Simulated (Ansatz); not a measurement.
A nudged elastic band was laid between two geometries of AlH$_{8}$NSi (11 atoms, charge 0, multiplicity 1).

All numbers below come from Ansatz 0.2.0, RKS PBE0-D4/6-31G*.

- movable images: 7
- climbing image: yes
- spring: 5.0 eV/Å²
- optimiser: quadratic models (default)
- start path: through a guess of the saddle point
- force threshold: 0.05 eV/Å
- iteration limit: 60
- end points: relaxed

Image 0:

```xyz
11
Properties=species:S:1:pos:R:3
Al 0.109 -0.281 0.029
H -0.158 1.006 0.957
H 1.651 -0.654 -0.262
H -0.961 -0.626 -1.121
N -0.293 -1.791 1.403
H -0.820 -2.517 0.917
Si 1.247 -2.422 2.101
H 1.908 -3.205 1.035
H 2.031 -1.255 2.555
H 0.923 -3.303 3.258
H -0.913 -1.401 2.111
```

Image 8:

```xyz
11
Properties=species:S:1:pos:R:3
Al 0.224 -0.779 -0.146
H -1.154 1.086 1.626
H 1.459 0.206 -0.001
H -0.998 -0.561 -1.140
N 0.217 -2.278 0.844
H -0.577 -2.899 0.719
Si 1.396 -2.809 2.004
H 1.982 -4.139 1.658
H 2.482 -1.792 2.024
H 0.831 -2.932 3.383
H -1.138 0.447 2.011
```

(1) What changes between the two ends?

(2) What energy profile does the band end with?

(3) What is the geometry of the highest image?

(4) What are the harmonic wavenumbers there?

The band took 21 iterations and about 6 core-minutes.

Answers

(1) Bonds broken: Al1–H2, N5–H11. Bonds formed: H2–H11. AlH8NSi becomes AlH6NSi + H2.

(2) It converged. The highest image is number 5 of 0 to 8, 1.27 eV above the first end and 0.89 eV above the last; the last end lies 0.39 eV above the first. A vibrational analysis at the climbing image gives one clearly imaginary mode, 1357i cm⁻¹: a first-order saddle point. The orbitals stay closed-shell, which can raise the energy where a bond breaks towards radicals; this wasn't checked here.

```tsv
image	path coordinate (Å)	energy (eV)	Al1–H2 (Å)	N5–H11 (Å)	H2–H11 (Å)
0	0.00	0.00	1.61	1.02	2.77
1	0.42	0.01	1.61	1.02	2.65
2	0.84	0.07	1.61	1.02	2.38
3	1.26	0.22	1.62	1.02	1.97
4	1.67	0.62	1.68	1.08	1.49
5	2.09	1.27	1.81	1.40	1.01
6	2.96	0.53	2.33	2.28	0.75
7	3.82	0.40	2.73	2.92	0.75
8	4.69	0.39	2.92	3.26	0.75
```

(3) 
```xyz
11
Properties=species:S:1:pos:R:3
Al 0.088 -0.531 -0.141
H -0.529 0.423 1.265
H 1.587 -0.076 -0.403
H -1.085 -0.590 -1.212
N -0.089 -1.853 1.264
H -0.925 -2.430 1.201
Si 1.239 -2.571 2.156
H 2.032 -3.530 1.335
H 2.130 -1.461 2.586
H 0.723 -3.296 3.351
H -0.445 -0.537 1.580
```

(4) 1357i, 100, 144, 171, 408, 513, 554, 675, 695, 717, 736, 746, 835, 934, 963, 983, 994, 1109, 1448, 1709, 1820, 1945, 1958, 2249, 2258, 2280, 3578 cm⁻¹.

Run time: 5.6 min on 1 thread of AMD EPYC 7R13 Processor (Zen 3), with other jobs on the host, peak memory 0.15 GiB.
